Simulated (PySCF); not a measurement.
Gas-phase reaction: 2 AlF₃.NH₃ + Al₂O = 3 AlF₂ + AlO + 2 NH₃

Energies from PySCF, thermal terms from the rigid-rotor harmonic-oscillator model, ideal gas at 1 bar. S°(298 K) at PBE0/def2-TZVP differs from the NASA 1993 table for Al₂O (+6 J/mol/K); whether the harmonic model or the table's entry is off was not settled. † marks an energy on the PBE0/def2-TZVP geometry and frequencies; other levels use their own. 6-31G* has spherical d functions here. Open shells (unrestricted): AlF₂ (multiplicity 2), AlO (multiplicity 2); the rest are closed-shell singlets. B3LYP is the form with VWN-RPA correlation. Adducts (AlF₃.NH₃) have no counterpoise correction, and HF, PBE, BLYP, B3LYP and PBE0 lack dispersion. AlF₃.NH₃: computed as isolated molecules; such fragments, hydroxides, amides, oligomers or adducts are transient or little studied in the gas. The harmonic model lacks anharmonicity and excited electronic states, which grow with temperature; levels with a mode under 35 cm⁻¹ are left out. Soft modes under 120 cm⁻¹ make the harmonic entropy rough for AlF₃.NH₃, Al₂O.

ΔH° and ΔS° at 298 K: B3LYP/6-31G* 1043 kJ, 446 J/K; BLYP/def2-TZVP† 930 kJ, 439 J/K; PBE/def2-TZVP† 950 kJ, 439 J/K; PBE0/def2-QZVP† 998 kJ, 439 J/K; r2SCAN/def2-TZVP† 988 kJ, 439 J/K; LDA/def2-TZVP† 1081 kJ, 439 J/K.

Q: With the heat capacities included, give log10 K (1 bar) at 600, 800, 1200, 2000, 2500 K from B3LYP/6-31G*, BLYP/def2-TZVP†, PBE/def2-TZVP†, PBE0/def2-QZVP†, r2SCAN/def2-TZVP†, LDA/def2-TZVP†.

A: 
```tsv
T (K)	B3LYP/6-31G*	BLYP/def2-TZVP†	PBE/def2-TZVP†	PBE0/def2-QZVP†	r2SCAN/def2-TZVP†	LDA/def2-TZVP†
600	-67.8	-58.3	-60.1	-64.2	-63.3	-71.5
800	-45.4	-38.3	-39.7	-42.7	-42.1	-48.2
1200	-23.2	-18.6	-19.5	-21.5	-21.1	-25.2
2000	-6.0	-3.3	-3.8	-5.1	-4.8	-7.3
2500	-0.9	1.1	0.7	-0.3	-0.1	-2.0
```
